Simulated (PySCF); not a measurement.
Compound: N2.
SMILES: `N#N`

Computed with B3LYP/def2-TZVP geometry optimisation, gas phase (PySCF).

Take the most abundant isotopes and a rigid rotor. 

Question: What are the moment of inertia and the rotational constant?

Answer: I = 8.333 u·Å², B = 505379 MHz·u·Å²/I = 60646 MHz (2.0229 cm⁻¹, or 2.911 K as hB/k). For two atoms I = μr² with μ = 7.0015 u and r = 1.0910 Å.

Question: List the first levels of a rigid rotor in a Σ state.

Answer: E(J) = BJ(J+1): J = 1: 4.046, J = 2: 12.138, J = 3: 24.275, J = 4: 40.459, J = 5: 60.688, J = 6: 84.963 cm⁻¹.

Question: Has it a pure rotational spectrum?

Answer: Not by electric dipole: D∞h allows no dipole (computed 0.00 D). Rotational Raman lines (ΔJ = 2) lie at B(4J + 6), spaced by 4B = 8.092 cm⁻¹, with nuclear-spin weights that differ between even and odd J.

Question: Estimate the classical rotational partition function at 50 K, 100 K and 298.15 K.

Answer: Point group D∞h, symmetry number σ = 2; q = kT/(σhB), k/h = 20836.6 MHz/K: 8.6 at 50 K, 17.2 at 100 K, 51.2 at 298.15 K.

Not checked by B3LYP/def2-TZVP frequencies. No vibrational averaging or centrifugal distortion is included, and the geometry carries the error of its method.
